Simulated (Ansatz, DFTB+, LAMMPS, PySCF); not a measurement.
Cubic BN, bulk modulus B0

Reference value: 410 GPa (measured, 0 K value with the zero-point phonon effect removed, our sources range from 388 to 410; as tabulated in Mejia-Rodriguez and Trickey (2018), arXiv:1807.09216).

| level (code) | value (GPa) | cell (Å³/atom) |
|---|---|---|
| Tersoff BNC.tersoff (LAMMPS) | 466 | 5.33 |
| DFTB cp2k-nonscc (DFTB+) | 264 | 6.34 |
| PBE (Ansatz) | [?] | 5.95 |
| PBE-D3(BJ) (Ansatz) | [?] | 5.86 |
| r²SCAN (Ansatz) | 392 | 5.88 |
| B3LYP (VWN-RPA form) (Ansatz) | 386 | 5.91 |
| Hartree–Fock (Ansatz) | [?] | 5.83 |
| MP2 (PySCF) | 399 ± 10 | 5.81 |
| CCSD (PySCF) | 400 ± 10 | 5.81 |

Q: What belongs in the gaps?

A: 
- PBE (Ansatz, a quantum-chemistry and plane-wave program), value (GPa): 372
- PBE-D3(BJ) (Ansatz), value (GPa): 381
- Hartree–Fock (Ansatz), value (GPa): 431

Errors against the reference: Tersoff BNC.tersoff +13.7 %, DFTB cp2k-nonscc -36 %, PBE -9.3 %, PBE-D3(BJ) -7.1 %, r²SCAN -4.4 %, B3LYP (VWN-RPA form) -5.9 %, Hartree–Fock +5.1 %, MP2 -2.7 %, CCSD -2.4 %.

Leaving aside Tersoff BNC.tersoff (doubt noted below): Once the reference is moved by up to 5.3 % (a margin picked here for doubts on the reference and the settings) and values within 1.7 % count as equal, the nearest can be CCSD (-2.4 %), MP2 (-2.7 %), r²SCAN (-4.4 %), Hartree–Fock (+5.1 %), B3LYP (VWN-RPA form) (-5.9 %) or PBE-D3(BJ) (-7.1 %). Farthest off among them: DFTB cp2k-nonscc (-36 %). Within 15 %: PBE, PBE-D3(BJ), r²SCAN, B3LYP (VWN-RPA form), Hartree–Fock, MP2, CCSD.

A ± on a computed value is a rough bar: the spread of its extrapolation, a floor set from checks against published values, or a statistical error. Tersoff BNC.tersoff: the potential file covers more elements than this solid holds. DFTB cp2k-nonscc: this tight-binding set is not self-consistent in the charges. Each level is taken at its own relaxed cell. Cutoffs and k meshes differ between the levels. Ansatz's density-functional and Hartree–Fock values are scalar-relativistic unless marked +SOC, with PAW data made under PBE.

Empirical potentials (Tersoff BNC.tersoff) are fitted to chosen data: where that held the value shown, agreement is built in, and what lay outside the fit can be far off.

Differences are worked out from the printed values.
